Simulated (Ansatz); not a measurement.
Input file:

```yaml
crystal:
  periodic: [false, false, false]
  atoms:
    - {symbol: Si, position_ang: [0.000000, 0.000000, 1.016675]}
    - {symbol: P, position_ang: [0.000000, 0.000000, -1.042393]}
    - {symbol: H, position_ang: [0.000000, 1.227985, 1.851803]}
    - {symbol: H, position_ang: [0.000000, -1.227985, 1.851803]}
basis:
  gaussian: {orbitals: cc-pVTZ}
magnetization: {spin_polarized: false, initial_magnetization: 1}
correlation: {method: ccsdt_q, electrons: outside_noble_gas}
```

```sh
$ ansatz run in.yaml --threads 2 --pin off --events-out ev --progress --plain --max-ram 15360MiB --backend cuda --devices 0, --max-vram 18GiB
```

**Question.** Roughly how long does this take on 2 threads of AMD EPYC 7R13 with a shared H100 80 GB, shared host, and how much host memory?

**Answer.** 25 s wall and 1.2 GiB.

```
1154 factors; integrals over basis functions are off by at most 2.5e-7 eV
mean field evaluation 1: about -17164.0417 eV, gradient 1.1e1 eV
mean field evaluation 2: about -17164.0485 eV, gradient 1.1e1 eV
mean field evaluation 4: about -17164.9614 eV, gradient 2.2e0 eV
mean field evaluation 8: about -17164.9850 eV, gradient 1.0e-1 eV
mean field evaluation 16: about -17164.9742 eV, gradient 3.0e-1 eV
mean field evaluation 32: about -17164.4211 eV, gradient 1.7e0 eV
mean field evaluation 64: about -17163.9430 eV, gradient 3.5e-4 eV
mean field evaluation 96: about -17163.9427 eV, gradient 1.2e-1 eV
mean field evaluation 128: about -17163.9430 eV, gradient 1.9e-6 eV
mean field evaluation 160: about -17162.0305 eV, gradient 6.4e-3 eV
mean field -17164.98515412 eV, -630.8015695690 hartree, gradient 5.9e-6 eV, S^2 0.750000; 8 other end points of the search recorded, 0 dependent functions left out
...
cycle  12  -7.99679058 eV  change   -1.2e-4 eV  update   2.1e-4
cycle  13  -7.99717884 eV  change   -3.9e-4 eV  update   1.3e-4
cycle  14  -7.99720972 eV  change   -3.1e-5 eV  update   5.3e-5
cycle  15  -7.99721132 eV  change   -1.6e-6 eV  update   2.7e-5
cycle  16  -7.99718474 eV  change    2.7e-5 eV  update   1.5e-5
cycle  17  -7.99717906 eV  change    5.7e-6 eV  update   6.4e-6
cycle  18  -7.99718085 eV  change   -1.8e-6 eV  update   3.6e-6
cycle  19  -7.99718150 eV  change   -6.5e-7 eV  update   2.0e-6
cycle  20  -7.99718229 eV  change   -7.9e-7 eV  update   1.2e-6
cycle  21  -7.99718230 eV  change   -1.1e-8 eV  update   8.5e-7
perturbative correction -0.02802909 eV, -0.0010300500 hartree
Total energy: -17173.01036550 eV, -631.0964906478 hartree
```
